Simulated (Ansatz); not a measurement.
# Mg₂− (doublet): the correlation ladder, aug-cc-pVTZ

One table from this session's results is given with a row withheld; the runs are named, their logs left out.

Computed with Ansatz 0.2.0, Gaussian basis. Level: aug-cc-pVTZ, core rule «outside noble gas», up to 10 orbitals frozen.

To be run: UHF; CCSD(T) on ROHF; CCSD(T) on UHF; BCCD(T) on ROHF; CCSDT(Q) on ROHF; CCSDT(Q) on UHF; CASSCF and NEVPT2, 5 electrons in 8 orbitals.

18 further runs of the same task are left out: 9 that didn't finish, 9 set aside as unsound or not needed. Runs told in other sessions of the task aren't counted.

## The geometry

The geometry is a PBE0/def2-TZVPD stationary point (not a proven minimum) of the parent state, kept for this charge and spin.

2 atoms, charge -1, spin multiplicity 2.

Atoms are counted from 1 here; the program's logs count them from 0.

Bond lengths: Mg1–Mg2 2.707 Å.

The first run:

Contents of in.yaml:

```yaml
crystal:
  periodic: [false, false, false]
  atoms:
    - {symbol: Mg, position_ang: [0.000000, 0.000000, 0.000000]}
    - {symbol: Mg, position_ang: [0.000000, 0.000000, 2.706600]}
basis:
  gaussian: {orbitals: aug-cc-pVTZ}
total_charge: -1
magnetization: {spin_polarized: true, initial_magnetization: 1}
hamiltonian: {xc: hf}
output: {orbitals: {seedname: orbitals}}
```

Command:

```console
$ ansatz run in.yaml --threads 1 --pin off --events-out ev --progress --plain --max-ram 2393MiB
```

Steps of the session up to this table: UHF; CCSD(T) on ROHF; CCSD(T) on UHF; BCCD(T) on ROHF; CCSDT(Q) on ROHF; CCSDT(Q) on UHF; CASSCF and NEVPT2, 5 electrons in 8 orbitals.

One of the session's tables, all rows but one given; the rest of the session is left out.

It belongs to the step «Misses and costs». 

```
        method  from RCCSDT(Q) (meV)
          ROHF               +2712.6
           UHF               +2512.8
          RMP2                +707.2
          UMP2                +979.2
         RCCSD                +229.3
         UCCSD                     ?
      RCCSD(T)                 +53.7
      UCCSD(T)                 +78.8
       BCCD(T)                 +54.7
        RCCSDT                 +13.4
        UCCSDT                 +18.4
     RCCSDT(Q)                     0
     UCCSDT(Q)                  -0.4
CASSCF valence               +1264.1
NEVPT2 valence                +343.8
```

Q: Estimate the row for UCCSD from the others.

The run gave: from RCCSDT(Q) (meV): +262.3. In the column «from RCCSDT(Q) (meV)» it lies between RCCSD (+229.3) and NEVPT2 valence (+343.8).

Limits of these values: The determinant of HF (⟨S²⟩ 1.36) is far from a pure spin state, so its energy mixes those of several spin states; that is harmless only where they are near-degenerate. The determinant of CCSD(T) (⟨S²⟩ 1.36) is far from a pure spin state, so its energy mixes those of several spin states; high orders of coupled cluster remove much of that, low ones don't. The determinant of CCSDT(Q) (⟨S²⟩ 1.36) is far from a pure spin state, so its energy mixes those of several spin states; high orders of coupled cluster remove much of that, low ones don't. Restricted and unrestricted rows rest on different reference determinants; a gap between their highest levels can come from leftover correlation error, from unlike frozen cores or from another state.
